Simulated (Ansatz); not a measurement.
Cartesian coordinates in Å:
```
C 1.699 -0.814 -0.306
N 0.283 -0.719 -0.107
C -0.335 0.342 0.077
C -1.803 0.439 0.285
Cl 0.446 1.954 0.124
H 2.117 -1.467 0.464
H 1.885 -1.298 -1.268
H 2.213 0.151 -0.280
H -2.252 1.068 -0.487
H -2.016 0.904 1.250
H -2.236 -0.560 0.249
```

Charge 0, multiplicity 1.

(1) List the PBE/def2-TZVPP orbital energies in eV (Ansatz 0.2.0). (Best estimate.)

Answers

(1) The calculation gave: Occupied: -2738.94, -380.70, -271.45, -269.61, -269.26, -249.49, -190.23, -190.00, -189.98, -23.77, -20.71, -18.79, -17.15, -13.19, -12.08, -11.44, -11.29, -10.39, -9.85, -9.50, -8.35, -7.37, -6.90, -6.29. Lowest empty: -1.19, -0.11, 0.76, 1.21, 2.42, 2.50, 2.52, 2.63.
